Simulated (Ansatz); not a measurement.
Which is lower?

The two ends of one reaction step of SiNH₇S, singlet (PBE0-D4/def2-TZVP).

A:

| atom | x (Å) | y (Å) | z (Å) |
| --- | --- | --- | --- |
| Si1 | -0.4955 | -0.8756 | 0.6780 |
| S2 | 1.3537 | 0.0539 | 1.2354 |
| H3 | -0.4160 | -1.6250 | -0.5981 |
| H4 | -0.7513 | -1.8773 | 1.7558 |
| H5 | -1.6458 | 0.0590 | 0.6754 |
| H6 | 0.9410 | 0.8811 | -1.8179 |
| N7 | 0.0759 | 1.0549 | -1.3207 |
| H8 | 1.5099 | -0.6755 | 2.3523 |
| H9 | -0.6815 | 1.0002 | -1.9906 |
| H10 | 0.1094 | 2.0042 | -0.9694 |

B:

```xyz
10
angstrom
Si -1.2793 -0.5472 -0.0341
S 2.8876 -0.0273 0.5461
H -0.8069 -1.8164 -0.6391
H -1.0276 -0.5363 1.4294
H -2.7525 -0.4473 -0.2450
H 1.6874 0.2954 0.0097
N -0.3467 0.7349 -0.7329
H 2.3826 -0.0860 1.7873
H -0.2588 0.7585 -1.7382
H -0.4858 1.6716 -0.3831
```

Ansatz 0.2.0; basis: def2-TZVPP; cores frozen in the correlated methods. B3LYP uses VWN-RPA correlation.

Question: Which structure is lower at CCSD(T), and by how much? (An estimate is asked for; the value comes from the calculation.)

Answer: By the calculation: A, by 15.8 kJ/mol (electronic energy, against the other). By their contacts, A is a complex of SiH₄S ([SiH3][SH]) + NH₃ and B is a complex of SiNH₅ ([NH2][SiH3]) + H₂S.

All methods give the same order:

```tsv
method	E(B) − E(A) (kJ/mol)
SPW92	23.7
PBE-D4	24.7
BLYP-D4	16.0
r2SCAN-D4	21.5
B97M-V	21.7
PBE0-D4	23.7
B3LYP-D4	15.4
r2SCAN0-D4	21.5
BHLYP-D4	15.0
CAM-B3LYP-D4	11.1
wB97X-V	18.3
wB97M-V	20.5
B2PLYP	12.9
PBE-QIDH	20.9
RPA on PBE	12.8
HF	5.3
MP2	17.6
CCSD	13.7
CCSD(T)	15.8
```

T1 diagnostic: at most 0.010.

Labels in which every atom is bracketed show which atoms are joined, not bond orders.

For scale, one of the runs: CCSD(T)/def2-TZVPP, 213 basis functions, launched by `ansatz run in.yaml --threads 4 --pin off --events-out ev --progress --plain --max-ram 9574MiB`. The run took 34 s on 4 CPU threads of an Arm Neoverse V1 (shared host), with 2.8 GiB of host memory at its peak.
